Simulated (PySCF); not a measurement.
**AlO⁺: everyday levels beside a composite calculation**

PySCF; the state is a triplet (σ ↑, π ↑). The composite is CCSD(T) extrapolated to the basis-set limit from two correlation-consistent sets, with core-valence (CV) and scalar-relativistic (SR) terms as its label shows; it has no spin–orbit coupling and nothing beyond (T). Here it is CCSD(T)/CBS(TQ)+CV+SR. It gives Re = 1.724 Å, ωe = 790 cm⁻¹ and De = 1.22 eV to Al⁺ + O.

| level | basis | relativity | Re (Å) | ωe (cm⁻¹) | De (eV) |
| --- | --- | --- | --- | --- | --- |
| UHF-MP2 | def2-SVPD | no relativity | 1.755 | 818 | 1.16 |
| UHF-CCSD | jorge-DZP-DKH | spin-free X2C | 1.795 | 631 | 0.44 |
| UHF-CCSD(T) | def2-TZVPPD | no relativity | 1.735 | 778 | 1.12 |
| LDA | def2-SVPD | no relativity | 1.766 | 735 | 2.06 |
| PBE | def2-TZVPPD | no relativity | 1.760 | 720 | 1.69 |
| r²SCAN | jorge-DZP-DKH | spin-free X2C | 1.778 | 707 | 1.50 |
| r²SCAN | def2-SVPD | no relativity | 1.762 | 751 | 1.71 |
| r²SCAN | def2-TZVPPD | no relativity | 1.733 | 776 | 1.80 |
| B3LYP | def2-TZVPPD | no relativity | 1.744 | 736 | 1.33 |
| M06-2X | def2-TZVPPD | no relativity | 1.727 | 792 | 1.33 |

Question: Give the difference of each row from the composite.

Answer: 

| level | basis | ΔRe (pm) | Δωe (%) | ΔDe (eV) |
| --- | --- | --- | --- | --- |
| UHF-MP2 | def2-SVPD | +3.1 | +3.5 | -0.06 |
| UHF-CCSD | jorge-DZP-DKH | +7.1 | -20.1 | -0.78 |
| UHF-CCSD(T) | def2-TZVPPD | +1.1 | -1.5 | -0.10 |
| LDA | def2-SVPD | +4.2 | -7.0 | +0.84 |
| PBE | def2-TZVPPD | +3.6 | -8.9 | +0.47 |
| r²SCAN | jorge-DZP-DKH | +5.4 | -10.5 | +0.28 |
| r²SCAN | def2-SVPD | +3.8 | -4.9 | +0.49 |
| r²SCAN | def2-TZVPPD | +0.9 | -1.8 | +0.58 |
| B3LYP | def2-TZVPPD | +2.0 | -6.8 | +0.11 |
| M06-2X | def2-TZVPPD | +0.3 | +0.3 | +0.11 |

Question: Which rows come closest in De?

Answer: UHF-MP2 in def2-SVPD (-0.06 eV), counted from the composite.

Correlated steps freeze 6 core orbitals. Correlated levels converge slowly with the basis: in double zeta they bind strong bonds too weakly, by up to about 1 eV, and carry superposition errors of some tenths. For an ion De counts to the pair picked by the measured ionisation energies or electron affinities, which need not be the lowest pair at this level. Counting both spins, an empty level lies below a filled one in some of these solutions, because spin and occupation are held. The state is the lowest determinant that a PBE0 search found; another state may lie lower at other levels.
